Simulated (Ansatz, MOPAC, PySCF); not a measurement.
Reaction (SMILES): Br[Si]Br + 3 [H][H] (H2) -> 2 Br (HBr) + [SiH4] (SiH4)

Wanted: energy of full hydrogenation (enthalpy at 298 K), in kcal/mol. Conventions: spin-orbit terms left out; LANL2DZ with its own core potentials from Na on; non-relativistic; dispersion terms only where a functional's name holds one; 6-31G* and kin with 6d, 5d where marked; valence correlation only (noble-gas shells and the d and f shells of earlier blocks). First-principles rows: single points at B3LYP-D3(BJ) geometries (Ansatz, a quantum-chemistry and plane-wave program), with unscaled harmonic terms from B3LYP/6-31G* (LANL2DZ past Ar) at its own minima. Semi-empirical rows: MOPAC heats of formation at their own minima for 298 K. The Hartree-Fock reference of Br[Si]Br is unstable towards a lower, spin-broken solution.

| level | program | energy of full hydrogenation (enthalpy at 298 K) (kcal/mol) |
|---|---|---|
| MNDO | MOPAC | -4.9 |
| HF/STO-3G | Ansatz | -10.3 |
| HF/6-31G* | Ansatz | -12.1 |
| PBE/3-21G | Ansatz | 5.9 |
| PBE/6-31G* | Ansatz | 6.0 |
| PBE/6-31G* with LANL2DZ past Ar | Ansatz | 13.0 |
| BLYP/6-31G* | Ansatz | 9.9 |
| BLYP/6-31G* with LANL2DZ past Ar | Ansatz | 14.6 |
| BP86/def2-SVP | PySCF | -1.2 |
| B3LYP/3-21G | Ansatz | 3.8 |
| B3LYP/def2-SVP | Ansatz | -6.2 |
| B3LYP/6-31G* with LANL2DZ past Ar | Ansatz | 8.8 |
| MP2/STO-3G | Ansatz | -5.6 |
| MP2/6-31G* with LANL2DZ past Ar | Ansatz | 10.1 |
| PBE0/def2-TZVPD | Ansatz | -2.7 |
| M06-2X/def2-TZVPD | PySCF | 6.1 |
| wB97X-V/def2-TZVPD | Ansatz | -6.0 |

No value to compare with is used here. The 14 habitual levels span -12.1 (HF/6-31G*) to 14.6 kcal/mol (BLYP/6-31G* with LANL2DZ past Ar); wB97X-V/def2-TZVPD gives -6.0.

The levels are drawn from those run, B3LYP/6-31G* more often than the rest, none by its result; runs whose electronic state is in doubt are left out.
